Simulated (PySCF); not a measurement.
Vibration and rotation of Mg₂

LDA constants of Mg₂, ¹Σg⁺ (singlet), closed shell (basis Mg pcseg-1; no relativity; PySCF 2.14; masses 23.9850 and 23.9850 u):

```
ωe            : 110.9 cm⁻¹
ωexe          : 2.0 cm⁻¹
Be            : 0.11915 cm⁻¹
αe            : 0.00232 cm⁻¹
De to Mg + Mg : 0.181 eV
```

(1) What force constant and bond length do these constants imply?

(2) Estimate the centrifugal constant D from the Kratzer relation and find the Dunham coefficient a1.

Closed-shell solutions of metal pairs were not tested for spin polarisation, which can lower them a little. The bond is weak. Basis-set superposition, not corrected here, can be much of De in a small basis, most of all at correlated wavefunction levels. Functionals without a dispersion term scatter widely for such bonds, and LDA overbinds them.

## Answers

(1) Reduced mass μred = 11.993 u; k = 5.8918×10⁻⁷·μred·ωe² (u, cm⁻¹, mdyn/Å) = 0.0869 mdyn/Å; Re = √(16.8576/(μred·Be)) (u, cm⁻¹, Å) = 3.435 Å.

(2) D = 4Be³/ωe² = 5.5e-07 cm⁻¹; a1 = −1 − αeωe/(6Be²) = -4.02.
